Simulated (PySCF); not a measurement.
## How the method moves the HOMO and LUMO of `C[NH+]1CCC1`

Species: C4H10N (charge +1).
Z-matrix (Å and degrees, PBE0-D3(BJ)/def2-SVP geometry), rows numbered from 1:
```
C 
N   1  1.4737
C   2  1.5165  1  119.74
C   3  1.5321  2   89.97  1  -138.54
C   2  1.5165  1  119.73  3  -107.29
H   1  1.0980  2  109.19  3   -66.32
H   1  1.0973  2  108.94  3    53.60
H   1  1.0980  2  109.19  3   173.53
H   2  1.0259  1  108.76  3   126.36
H   3  1.0977  2  112.95  1    99.06
H   3  1.0984  2  108.44  1   -22.87
H   4  1.0964  3  116.40  2   132.87
H   4  1.0983  3  113.16  2   -99.78
H   5  1.0977  2  112.95  1   -99.06
H   5  1.0984  2  108.44  1    22.87
```

Basis pcSseg-1 throughout (PySCF), one geometry. The structure is a single PBE0-D3(BJ)/def2-SVP conformer in the gas phase; no vibrational or solvent corrections.

Problem. How do the orbital energies and the gap change with the method?

Solution. 
| method | kind | HOMO (eV) | LUMO (eV) | gap (eV) | SCF cycles |
| --- | --- | --- | --- | --- | --- |
| BLYP | GGA | -13.26 | -5.24 | 8.01 | 13 |
| LDA | LDA | -13.26 | -5.44 | 7.82 | 12 |
| OPBE | GGA | -13.31 | -5.04 | 8.27 | 13 |
| PBE | GGA | -13.31 | -5.26 | 8.05 | 13 |
| B97-D | GGA | -13.38 | -5.11 | 8.26 | 12 |
| BP86 | GGA | -13.42 | -5.19 | 8.22 | 12 |
| KT2 | GGA | -13.44 | -5.37 | 8.07 | 13 |
| KT3 | GGA | -13.55 | -5.41 | 8.13 | 12 |
| B97-2 | global hybrid | -14.55 | -4.29 | 10.26 | 12 |
| B3LYP | global hybrid | -14.58 | -4.63 | 9.95 | 12 |
| PBE0 | global hybrid | -14.77 | -4.29 | 10.49 | 12 |
| mPW1PW91 | global hybrid | -14.83 | -4.31 | 10.52 | 12 |
| BHandHLYP | global hybrid | -16.21 | -3.50 | 12.71 | 12 |
| CAM-B3LYP | range-separated hybrid | -16.23 | -3.39 | 12.84 | 12 |
| wB97X-D | range-separated hybrid | -16.73 | -2.40 | 14.32 | 12 |
| LC-wPBE | range-separated hybrid | -17.63 | -1.99 | 15.64 | 12 |
| HF | Hartree–Fock | -18.40 | -1.14 | 17.26 | 10 |

The HOMO spans 5.14 eV, from BLYP down to HF, and the gap runs from 7.82 eV (LDA) to 17.26 eV (HF). Over the methods BLYP (0 %), LDA (0 %), OPBE (0 %), PBE (0 %), B97-D (0 %), BP86 (0 %), KT2 (0 %), KT3 (0 %), B97-2 (21 %), B3LYP (20 %), PBE0 (25 %), mPW1PW91 (25 %), BHandHLYP (50 %), HF (100 %), a straight line through the gap against the share of exact exchange rises by 0.92 eV for each 10 % (correlation coefficient 0.999).
